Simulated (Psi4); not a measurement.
# N2H3 (hydrazinyl radical): UHF/cc-pwCVTZ (sweep point 5)

What is the vertical doublet–quartet gap of N2H3 (hydrazinyl radical) at UHF/cc-pwCVTZ (sweep point 5)? 

The results are computed with Psi4 1.11.

8 further runs of the same task are left out: 8 that didn't finish.

## 1. Starting point

N2H3 has 5 atoms, charge 0, and is taken as a doublet. SMILES: `[NH]N`. The coordinates come from a GFN2-xTB relaxation. This is one conformer, not always the lowest.

Bond lengths: N1–N2 1.335 Å, N1–H3 1.020 Å, N2–H4 1.011 Å, N2–H5 1.017 Å. Angles: N1–N2–H4 112.8°, N1–N2–H5 121.7°, N2–N1–H3 109.8°, H4–N2–H5 116.1°.

## 2. The energy at UHF/cc-pwCVTZ (sweep point 5)

The input, calc.py:

```python
import psi4

psi4.set_memory(1600000000)
psi4.set_num_threads(1)
psi4.core.set_output_file('run.log', False)

geom = psi4.geometry("""
0 2
N     -0.174970    -0.805480     0.447260
N     -0.126270     0.251970    -0.365880
H      0.751750    -0.989150     0.831090
H     -1.043070     0.577800    -0.638700
H      0.592550     0.964850    -0.273770
symmetry c1
""")

options = {'basis': 'cc-pwCVTZ', 'reference': 'uhf', 'puream': True, 'scf_type': 'pk', 'maxiter': 150}
psi4.set_options(options)

e = psi4.energy("scf")
print('E =', round(e, 9))
```

Started as:

```console
python calc.py
```

run.log:

```text
[...]
  Running in c1 symmetry.
[...]
  Nuclear repulsion =   36.700927742292535
[...]
  Multiplicity = 2
[...]
  Nalpha       = 9
  Nbeta        = 8
[...]
    Number of basis functions: 128
[...]
   @UHF iter   1:  -110.54343741678285   -6.03559e-01   2.77487e-03 ADIIS/DIIS
[...]
   @UHF iter  11:  -110.62071305236645   -1.50874e-07   8.36194e-07 DIIS
[...]
   @S^2 Observed:                7.647842840E-01
[...]
    Orbital Energies [Eh]
    ---------------------
    Alpha Occupied:
       1A    -15.592720     2A    -15.580070     3A     -1.306511
       4A     -1.001659     5A     -0.730452     6A     -0.644105
       7A     -0.594433     8A     -0.463820     9A     -0.352131
    Alpha Virtual:
      10A      0.137895    11A      0.169547    12A      0.205767
      13A      0.428036    14A      0.488143    15A      0.542036
      16A      0.583923    17A      0.603156    18A      0.634187
      19A      0.647570    20A      0.676114    21A      0.699577
      22A      0.729326    23A      0.763736    24A      0.816550
      25A      0.899060    26A      0.910814    27A      0.981204
[...]
  @UHF Final Energy:  -110.62071305236645
   => Energetics <=
    Nuclear Repulsion Energy =             36.7009277422925351
    One-Electron Energy =                -222.8359447431285787
    Two-Electron Energy =                  75.5143039484696033
    Total Energy =                       -110.6207130523664546
  UHF NO Occupations:
  HONO-2 :    7  A 1.9973536
  HONO-1 :    8  A 1.9962724
[...]
 Multipole Moments:
 ------------------------------------------------------------------------------------
     Multipole            Electronic (a.u.)      Nuclear  (a.u.)        Total (a.u.)
 ------------------------------------------------------------------------------------
 L = 1.  Multiply by 2.5417464519 to convert [e a0] to [Debye]
 Dipole X            :         -0.1709838            0.6373496            0.4663658
 Dipole Y            :         -0.3903750            1.1710979            0.7807229
 Dipole Z            :          0.1293077           -0.1721823           -0.0428746
 Magnitude           :                                                    0.9104194
[...]
```

On the terminal:

```text
E = -110.620713052
```

Run time: 5.7 s. Hardware: 1 thread of Intel Xeon 6975P-C (Granite Rapids), shared host; peak memory 0.71 GiB.

## 3. The quartet

The input, calc.py:

```python
import psi4

psi4.set_memory('1600 MB')
psi4.set_num_threads(1)
psi4.set_output_file('h3n2.out', False)

m = psi4.geometry("""
0 4
N     -0.174970    -0.805480     0.447260
N     -0.126270     0.251970    -0.365880
H      0.751750    -0.989150     0.831090
H     -1.043070     0.577800    -0.638700
H      0.592550     0.964850    -0.273770
units angstrom
symmetry c1
""")

options = {'basis': 'cc-pwCVTZ', 'reference': 'uhf', 'puream': True, 'scf_type': 'pk', 'maxiter': 100, 'd_convergence': 1e-06, 'soscf': True, 'soscf_start_convergence': 0.001}
psi4.set_options(options)

energy_value = psi4.energy("scf", molecule=m)
print('E =', round(energy_value, 9))
for k, v in sorted(psi4.core.scalar_variables().items()):
    print(f'{k:45s} {v:18.10f}')
```

Started as:

```console
python calc.py
```

h3n2.out:

```text
[...]
  Running in c1 symmetry.
[...]
  Nuclear repulsion =   36.700927742292535
[...]
  Multiplicity = 4
[...]
  Nalpha       = 10
  Nbeta        = 7
[...]
    Number of basis functions: 128
[...]
   @UHF iter   1:  -110.30852482430576   -3.68647e-01   2.28967e-03 ADIIS/DIIS
[...]
   @UHF iter  23:  -110.37819005907927   -8.98535e-08   6.78855e-07 SOSCF, nmicro=conv
[...]
   @S^2 Observed:                3.772295022E+00
[...]
    Orbital Energies [Eh]
    ---------------------
    Alpha Occupied:
       1A    -15.761707     2A    -15.676852     3A     -1.439949
       4A     -1.129759     5A     -0.856345     6A     -0.770584
       7A     -0.722444     8A     -0.667242     9A     -0.470919
      10A     -0.110205
    Alpha Virtual:
      11A      0.105906    12A      0.162055    13A      0.339355
      14A      0.422850    15A      0.480091    16A      0.510376
      17A      0.521519    18A      0.528535    19A      0.578227
      20A      0.603146    21A      0.645721    22A      0.664646
      23A      0.679450    24A      0.745713    25A      0.834924
[...]
  @UHF Final Energy:  -110.37819005907927
   => Energetics <=
    Nuclear Repulsion Energy =             36.7009277422925351
    One-Electron Energy =                -220.9246825331160267
    Two-Electron Energy =                  73.8455647317442043
    Total Energy =                       -110.3781900590792731
  UHF NO Occupations:
  HONO-2 :    8  A 1.0000000
  HONO-1 :    9  A 1.0000000
[...]
 Multipole Moments:
 ------------------------------------------------------------------------------------
     Multipole            Electronic (a.u.)      Nuclear  (a.u.)        Total (a.u.)
 ------------------------------------------------------------------------------------
 L = 1.  Multiply by 2.5417464519 to convert [e a0] to [Debye]
 Dipole X            :         -2.1874076            0.6373496           -1.5500580
 Dipole Y            :         -0.6065529            1.1710979            0.5645450
 Dipole Z            :         -0.5074969           -0.1721823           -0.6796792
 Magnitude           :                                                    1.7841958
[...]
```

Standard output:

```text
E = -110.378190059
CURRENT ENERGY                                   -110.3781900591
CURRENT REFERENCE ENERGY                         -110.3781900591
DD SOLVATION ENERGY                                 0.0000000000
HF KINETIC ENERGY                                 110.5125215544
HF POTENTIAL ENERGY                              -220.8907116135
HF TOTAL ENERGY                                  -110.3781900591
HF VIRIAL RATIO                                     1.9987844681
NUCLEAR REPULSION ENERGY                           36.7009277423
ONE-ELECTRON ENERGY                              -220.9246825331
PCM POLARIZATION ENERGY                             0.0000000000
PE ENERGY                                           0.0000000000
SCF ITERATION ENERGY                             -110.3781900591
SCF ITERATIONS                                     23.0000000000
SCF TOTAL ENERGY                                 -110.3781900591
TWO-ELECTRON ENERGY                                73.8455647317
```

Wall time 56 s (1 thread of Intel Xeon 6975P-C (Granite Rapids), shared host); peak memory 0.72 GiB.

## 4. What came out

Level: UHF/cc-pwCVTZ (sweep point 5).

```
                                        quantity          value
                           doublet: total energy  -110.62071 Eh
                          doublet: dipole moment         2.31 D
     doublet: HOMO energy (highest over α and β)       -9.58 eV
      doublet: LUMO energy (lowest over α and β)        3.75 eV
                                   doublet: ⟨S²⟩          0.765
                           quartet: total energy  -110.37819 Eh
                          quartet: dipole moment         4.53 D
     quartet: HOMO energy (highest over α and β)       -3.00 eV
      quartet: LUMO energy (lowest over α and β)       -0.55 eV
                                   quartet: ⟨S²⟩          3.772
vertical energy of the quartet above the doublet       6.599 eV
```

**Reading.** At this shape the quartet lies 6.60 eV (152 kcal/mol) above the doublet.
